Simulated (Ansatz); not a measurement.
Cost and result for the atomization energy of C$_{5}$H$_{10}$O, SMILES `CC1(C)COC1` (16 atoms, 16 bonds).

Cartesian coordinates in Å:
```
C 0.4284 0.4498 1.4270
C -0.0411 -0.0002 0.0594
C -1.4846 -0.4577 0.0835
C 0.3087 0.9627 -1.0906
O 1.1839 0.0073 -1.7004
C 0.9229 -0.9535 -0.6712
H -0.1781 1.2831 1.7937
H 1.4705 0.7776 1.3995
H 0.3494 -0.3635 2.1544
H -1.8140 -0.7800 -0.9073
H -2.1450 0.3499 0.4127
H -1.6171 -1.2968 0.7729
H -0.5252 1.2311 -1.7493
H 0.8414 1.8736 -0.7948
H 1.8320 -1.2165 -0.1183
H 0.4679 -1.8668 -1.0712
```

The species carries charge 0 and has multiplicity 1. Geometry: relaxed with PBE0-D4/def2-TZVP. Program: Ansatz. All runs use 2 threads of an AMD EPYC 7R13 on a shared host and a share of an NVIDIA H100 80 GB. Times are those of one run each, without the atoms' runs, and a repeat can differ threefold. Electronic energies, without spin–orbit coupling; frozen cores. CCSD(T)/CBS adds CCSD(T) − MP2 in def2-TZVPP to the MP2 limit, and its time is that of the two runs behind it. T1 = 0.010. B3LYP takes the VWN-RPA correlation (the form of Gaussian; ORCA's B3LYP/G). HSE06 is the plane-wave form, built on full-range PBE exchange.

CCSD(T)/CBS is a level of theory with its own doubt, some kJ/mol a heavy atom from the limit and from the frozen cores, so smaller differences don't rank the functionals.

```tsv
level	functions	wall time	atomization (kJ/mol)	difference from CCSD(T)/CBS	per bond
HSE06-D4/def2-TZVPP	326	3.1 s	6505.0	60.7	3.8
CCSD(T)/def2-SVP	134	3.2 s	6196.0	-248.3	-15.5
BHLYP-D4/def2-TZVPP	326	4.6 s	6270.1	-174.2	-10.9
B3LYP-D4/def2-TZVPP (with forces)	326	4.7 s	6442.9	-1.4	-0.1
PBE0-D4/def2-TZVPP	326	5.5 s	6500.6	56.3	3.5
PBE-QIDH/def2-TZVPP	326	6 s	6444.1	-0.2	0.0
B2PLYP/def2-TZVPP	326	7.5 s	6380.8	-63.5	-4.0
MP2/def2-QZVPP	642	7.5 s	6477.3	33.0	2.1
CCSD(T)/def2-TZVPP	326	8 s	6303.4	-140.9	-8.8
BLYP-D4/def2-TZVPP	326	8.5 s	6421.1	-23.2	-1.5
r2SCAN-D4/def2-TZVPP (with forces)	326	8.5 s	6462.1	17.8	1.1
B97M-V/def2-TZVPP	326	9.5 s	6453.7	9.4	0.6
CCSD(T)/CBS(def2)	–	16 s	6444.3	0.0	0.0
```

The D4 term adds +51.2 kJ/mol with B3LYP and +27.1 kJ/mol with PBE0; it sums over pairs of atoms, weighted by their polarisabilities, and B3LYP, whose exchange is more repulsive, gets the larger term. From BLYP to BHLYP (50 % exact exchange), in def2-TZVPP and without D4, the atomization energy moves by −113.8 kJ/mol: exact exchange takes away binding that semilocal exchange gives to molecules. At CCSD(T), def2-SVP lies −248.3 kJ/mol from the extrapolated value and def2-TZVPP −140.9 kJ/mol: correlation converges slowly with the basis, and small sets miss more of it in the bonded molecule than in its fragments.
